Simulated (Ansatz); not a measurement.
in.yaml

```yaml
crystal:
  periodic: [false, false, false]
  atoms:
    - {symbol: Si, position_ang: [0.000000, 0.000000, 5.840955]}
    - {symbol: Al, position_ang: [0.000000, 0.000000, -2.121045]}
    - {symbol: H, position_ang: [0.000000, 0.000000, -3.719911]}
basis:
  gaussian: {orbitals: 6-31G}
magnetization: {spin_polarized: true, initial_magnetization: 2}
hamiltonian: {xc: {name: PBE}}
correlation: {method: rpa, electrons: outside_noble_gas}
```

```sh
$ ansatz run in.yaml --threads 1 --pin off --events-out ev --progress --plain --max-ram 2393MiB
```

Output:

```
310 factors; integrals over basis functions are off by at most 1.5e-4 eV
mean field evaluation 1: about -14476.0674 eV, gradient 7.2e0 eV
mean field evaluation 2: about -14476.0639 eV, gradient 7.2e0 eV
mean field evaluation 4: about -14476.5377 eV, gradient 7.7e-1 eV
mean field evaluation 8: about -14476.5458 eV, gradient 2.2e-3 eV
mean field evaluation 16: about -14476.5466 eV, gradient 3.2e-2 eV
mean field evaluation 32: about -14476.5530 eV, gradient 2.8e-6 eV
mean field evaluation 64: about -14468.6530 eV, gradient 9.8e0 eV
mean field evaluation 96: about -14476.5534 eV, gradient 5.0e-2 eV
mean field evaluation 128: about -14467.9904 eV, gradient 1.2e1 eV
mean field -14476.55297793 eV, -532.0035093788 hartree, gradient 1.4e-9 eV, S^2 2.000085; 11 other end points of the search recorded, 0 dependent functions left out
10 core orbitals not correlated: weight in the atoms' cores, before any rotation towards them, 1.000 or more for the frozen orbitals, at most 0.000 for the correlated occupied ones
reference -14455.92556682 eV, -531.2454660025 hartree; 5, 3 occupied and 13, 15 virtual orbitals, 310 factors
Total energy: -14459.74130466 eV, -531.3856917815 hartree
```

Ran on 1 thread of Arm Neoverse V1, shared host: 6.5 s wall, 0.17 GiB peak host memory.
